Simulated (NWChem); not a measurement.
Spin states of dimethyl ether (C2H6O)

SMILES: O(C)C
```xyz
9

C     -1.1611     0.0000    -0.1881
O      0.0000     0.0000     0.5778
C      1.1611     0.0000    -0.1881
H     -1.2330    -0.8952    -0.8395
H     -1.2330     0.8952    -0.8395
H     -2.0215     0.0000     0.4963
H      1.2330    -0.8952    -0.8395
H      2.0215     0.0000     0.4963
H      1.2330     0.8952    -0.8395
```
Charge 0, spin multiplicity 1.

All runs are NWChem calculations. Structure: optimised with PBE0/def2-SVP, a minimum by its harmonic frequencies.

Basis set: def2-SVP. The gap is E(triplet) − E(singlet) at the geometry of the singlet, so a negative value puts the higher spin lower. Open shells are unrestricted, coupled cluster uses restricted open-shell references, and the singlet is the closed-shell solution. The triplet is the single determinant that the SCF runs reached, with unpaired electrons in orbitals of symmetry a1 and b2 (C2v labels); it need not be the lowest triplet, which in molecules with degenerate π orbitals can need several determinants.

```
method      vertical singlet-triplet gap (kcal/mol)  relative cost            remark  difference from CCSD(T)
----------  ---------------------------------------  -------------  ----------------  -----------------------
PBE                                           165.0              1                 -                    -21.3
CCSD(T)                                       186.4             20  large amplitudes                      0.0
CAM-B3LYP                                     180.3              7                 -                     -6.1
B3LYP                                         173.9        under 3                 -                    -12.5
HF                                            185.7        under 3                 -                     -0.7
BP86                                          165.6        under 3                 -                    -20.8
B2PLYP                                        181.4        under 3                 -                     -4.9
CR-CCSD(T)                                    187.6             10  large amplitudes                     +1.2
MP2                                           196.7        under 3                 -                    +10.4
```

The values span 31.7 kcal/mol, from PBE (lowest) to MP2 (highest). Relative cost: rough, from shared machines, SCF included, PBE = 1.

The correlated methods keep 3 core orbitals frozen. B3LYP has NWChem's definition, with VWN1-RPA local correlation. GW and range-separated runs recompute their integrals, the others keep them in memory, which bears on the times. The stability of the SCF solutions was not checked. Open-shell Hartree-Fock references start from PBE0 orbitals; any time given for them includes that run. Differences from the coupled-cluster row are differences between methods, not errors against experiment.
